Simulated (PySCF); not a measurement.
Ionisation energies (eV) were calculated with PySCF 2.14 by PBE, PBE0, MP2 (valence), in another order, as differences of total energies without spin-orbit coupling. The measured values are between term centres (NIST).

| species | measured | A | B | C |
| --- | --- | --- | --- | --- |
| B+ (ANO-RCC-VTZP, spin-free X2C) | 25.155 | 24.431 | 24.616 | 24.572 |
| Ne (ANO-RCC-VTZP, spin-free X2C) | 21.597 | 21.592 | 21.613 | 21.424 |
| Mn+ (ANO-RCC-VTZP, spin-free X2C) | 15.640 | 15.305 | 16.298 | 15.976 |
| Zn (ANO-RCC-VTZP, spin-free X2C) | 9.394 | 9.088 | 9.560 | 9.255 |
| Ge (ANO-RCC-VTZP, spin-free X2C) | 7.925 | 7.668 | 7.905 | 7.935 |
| Cd+ (ANO-RCC-VTZP, spin-free X2C) | 16.908 | 16.810 | 17.388 | 17.049 |
| Lu (ANO-RCC-VTZP, spin-free X2C) | 5.278 | 4.951 | 5.584 | 5.473 |
| Pb+ (ANO-RCC-VTZP, spin-free X2C) | 13.869 | 13.416 | 13.728 | 13.756 |

Question: Which column is which method?

Answer: A is MP2 (valence) (mean error -0.31 eV); B is PBE (mean error 0.12 eV); C is PBE0 (mean error -0.04 eV). Valence MP2 in a finite basis recovers only part of the missing correlation, so it stays below experiment on average. PBE, with gradient corrections, lies close to experiment on average, with errors of both signs. PBE0, with a quarter of exact exchange, lies close to experiment on average.
